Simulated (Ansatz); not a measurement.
C2H3ClO (`CC(=O)Cl`): measurement beside calculation (Ansatz, PBE0-D4/def2-TZVP geometry).

```xyz
7

C     0.0643   -0.6200   -0.2979
C    -0.1862    0.7821    0.1420
O    -0.7275    1.6415   -0.4567
Cl    0.4529    1.0878    1.7898
H    -0.3411   -0.7641   -1.2980
H    -0.4000   -1.3105    0.4080
H     1.1376   -0.8168   -0.2871
```

Measured: 1819.1 cm⁻¹ (C=O stretch region band, step-scan FTIR absorption, earlier work). Source: Infrared Spectrum of the Adduct 2-Chloro-2-hydroperoxybut-3-ene [(C2H3)CCl(CH3)OOH] of the Reaction between the Criegee Intermediate Methyl Vinyl Ketone Oxide [C2H3C(CH3)OO] and HCl, 2024 (pmc:11472334).

Harmonic PBE0-D4 wavenumbers (cm⁻¹, unscaled): 136, 346, 451, 528, 622, 972, 1041, 1124, 1383, 1454, 1457, 1909, 3072, 3150, 3180. Fundamentals include anharmonicity and usually lie a few per cent under these; harmonic values from spectra compare directly.

Enthalpy of formation at 298 K: -58.0 kcal/mol (zero for an element's reference state; older measured values of the G2 set, as listed by Staroverov and co-workers, J. Chem. Phys. 119, 12129, 2003). With their computed zero-point and thermal terms and the atoms' enthalpies of Curtiss and co-workers (1997) it gives an electronic atomization energy of 667.5 kcal/mol.

```tsv
level	atomization (kcal/mol)	error	error per bond
LDA (SPW92)	783.8	116.3	19.4
PBE-D4	695.6	28.1	4.7
revPBE-D4	676.1	8.6	1.4
BLYP-D4	673.1	5.7	0.9
r2SCAN-D4	674.8	7.4	1.2
B97M-V	672.3	4.8	0.8
PBE0-D4	674.7	7.2	1.2
B3LYP-D4	667.6	0.2	0.0
r2SCANh-D4	667.9	0.4	0.1
r2SCAN0-D4	657.9	-9.6	-1.6
HSE06-D4	675.4	8.0	1.3
BHLYP-D4	638.3	-29.1	-4.9
CAM-B3LYP-D4	669.1	1.6	0.3
ωB97X-V	669.1	1.6	0.3
ωB97M-V	671.1	3.6	0.6
B2PLYP	662.4	-5.1	-0.9
PBE-QIDH	665.9	-1.6	-0.3
PBE	692.8	25.3	4.2
revPBE	666.4	-1.1	-0.2
BLYP	666.7	-0.8	-0.1
r2SCAN	674.2	6.7	1.1
PBE0	672.4	4.9	0.8
B3LYP	663.1	-4.4	-0.7
r2SCANh	667.2	-0.3	0.0
r2SCAN0	657.1	-10.3	-1.7
HSE06	673.3	5.8	1.0
BHLYP	635.1	-32.3	-5.4
CAM-B3LYP	666.7	-0.7	-0.1
LC-ωPBE	667.7	0.2	0.0
HF/def2-TZVPP	470.0	-197.4	-32.9
MP2/def2-TZVPP	669.1	1.6	0.3
SCS-MP2/def2-TZVPP	659.7	-7.7	-1.3
CCSD/def2-TZVPP	635.2	-32.3	-5.4
CCSD(T)/def2-TZVPP	649.2	-18.3	-3.1
HF/def2-QZVPP	470.8	-196.7	-32.8
MP2/def2-QZVPP	679.7	12.2	2.0
SCS-MP2/def2-QZVPP	671.4	3.9	0.7
HF/CBS(def2)	470.9	-196.5	-32.8
MP2/CBS(def2)	687.1	19.6	3.3
CCSD/CBS(def2)	653.1	-14.4	-2.4
CCSD(T)/CBS(def2)	667.1	-0.4	-0.1
```

Functionals use def2-TZVPP; B3LYP here is the variant with VWN-RPA as its local correlation; programs differ in this. The calculations leave out spin–orbit coupling, scalar relativity and, for the correlated methods, core correlation; together these are worth up to about 1 kcal/mol a heavy atom. HSE06 is defined as in plane-wave codes. CBS adds triple-zeta CCSD(T) − MP2 to the MP2 limit. T1 = 0.014.
